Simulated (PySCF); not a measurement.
**Ways to converge the SCF of Si2 (triplet)**

Do solver options change the result for Si2 (triplet), or only the number of cycles?

The runs use PySCF 2.14.0; method and basis as typed in the scripts.

2 further runs of the same task are left out: 2 that didn't finish.

## Step 1: Starting geometry

Si2 (triplet): 2 atoms, charge 0, spin multiplicity 3.

Bond lengths: Si1–Si2 2.308 Å.

## Step 2: The base run

File input.py:

```python
from pyscf import gto, scf, cc

mol = gto.M(
    atom='Si 0 0 0; Si 0 0 2.308',
    basis='pcseg-1',
    charge=0,
    spin=2,
    verbose=4,
)
mf = scf.UHF(mol)
mf.kernel()
mycc = cc.CCSD(mf, frozen=10)
mycc.kernel()
mycc.ccsd_t()
mf.dip_moment()
print('orbital energies (hartree):', [e[max(0, n-3):n+3].round(4) for e, n in zip(mf.mo_energy, mol.nelec)])
```

On the command line:

```bash
$ OMP_NUM_THREADS=1 python input.py
```

The log of this run is left out.

In short: E(SCF) = -577.672369 Eh, 9 cycles, E(CCSD) − E(SCF) = -0.16657 Eh, (T) = -0.01065 Eh, ⟨S²⟩ = 2.023, μ = 0.00 D (of the SCF density).

The bond length is a typed value, not an optimised one. The triplet is typed in the script; nothing here shows that it is the ground state.

## Step 3: Second-order solver on

Run 1 changes second-order solver: off → on.

File input.py:

```python
from pyscf import gto, scf, cc

mol = gto.M(
    atom='Si 0 0 0; Si 0 0 2.308',
    basis='pcseg-1',
    charge=0,
    spin=2,
    verbose=4,
)
mf = scf.UHF(mol)
mf = mf.newton()
mf.kernel()
mycc = cc.CCSD(mf, frozen=10)
mycc.kernel()
mycc.ccsd_t()
mf.dip_moment()
print('orbital energies (hartree):', [e[max(0, n-3):n+3].round(4) for e, n in zip(mf.mo_energy, mol.nelec)])
```

On the command line:

```bash
$ OMP_NUM_THREADS=1 python input.py
```

## Step 4: Initial guess hcore

Run 2 changes initial guess: minao → hcore.

Edit input.py of step 2 so:

```diff
@@ -10,2 +10,3 @@
 mf = scf.UHF(mol)
+mf.init_guess = 'hcore'
 mf.kernel()
```

## Step 5: Initial guess chk

Run 3 changes initial guess: minao → chk.

Edit input.py of step 2 so:

```diff
@@ -10,2 +10,3 @@
 mf = scf.UHF(mol)
+mf.init_guess = 'chk'
 mf.kernel()
```

## Step 6: Convergence threshold 1e-16 hartree

Run 4 changes convergence threshold: default → 1e-16 hartree.

Edit input.py of step 2 so:

```diff
@@ -10,2 +10,3 @@
 mf = scf.UHF(mol)
+mf.conv_tol = 1e-16
 mf.kernel()
```

Q: Predict the outcome of this session. Wanted: for each run, E(SCF); from base; gap, α spin; after the SCF.

As calculated:

```csv
run,E(SCF) (hartree),from base (eV),cycles,"gap, α spin (eV)",after the SCF
base,-577.672369,0,9,7.30,"CCSD(T) correlation -4.822 eV, core frozen"
second-order solver on,-577.672369,0.0000,3 macro,7.30,"CCSD(T) correlation -4.822 eV, core frozen"
initial guess hcore,-577.672369,0.0000,11,7.30,"CCSD(T) correlation -4.822 eV, core frozen"
initial guess chk,-577.672369,0.0000,9,7.30,"CCSD(T) correlation -4.822 eV, core frozen"
convergence threshold 1e-16 hartree,-577.672369,0.0000,19,7.30,"CCSD(T) correlation -4.822 eV, core frozen"
```

Distance from each run's final energy (log10 hartree) by cycle:

```csv
run,cycle 1,cycle 2,cycle 3,cycle 5,cycle 8,cycle 12
base,-1.8,-2.6,-3.4,-6.0,-9.3,done
second-order solver on,-8.8,< -11,< -11,done,done,done
initial guess hcore,0.1,-0.6,-1.8,-3.5,-6.9,done
initial guess chk,-1.8,-2.6,-3.4,-6.0,-9.3,done
convergence threshold 1e-16 hartree,-1.8,-2.6,-3.4,-6.0,-9.2,< -11
```

What this shows: With second-order solver on or initial guess hcore or initial guess chk or convergence threshold 1e-16 hartree the SCF ends at the base energy. PySCF falls back to minao for a guess that it doesn't know or can't read, so that run repeats the base. With initial guess hcore, initial guess chk the path hardly changes: 9 to 11 cycles against 9.
